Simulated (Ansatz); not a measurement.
fcc Pb was calculated with PBEsol (Ansatz, an electronic-structure program, PAW).

A relaxed, unreconstructed slab of the (221) face has 18 atoms, two equal faces of 36.514 Å² each and an energy of -211587.1076 eV. A bulk cell of 18 atoms with the same orientation and in-plane k mesh has -211589.0269 eV. Energies are extrapolated to zero smearing.

Numerical settings: plane-wave cutoff 500 eV, 6×16×1 k mesh (along the axes of the cell as run), Fermi–Dirac smearing 0.1 eV, scalar-relativistic PAW data made under PBE.

Worked out: γ = (E_slab − N E_bulk per atom)/2A = [-211587.1076 − 18 × (-211589.0269/18)]/(2 × 36.514) = 0.0263 eV/Å². With 16.022 J/m² per eV/Å² this is 0.42 J/m², or 0.96 eV per surface cell and face.
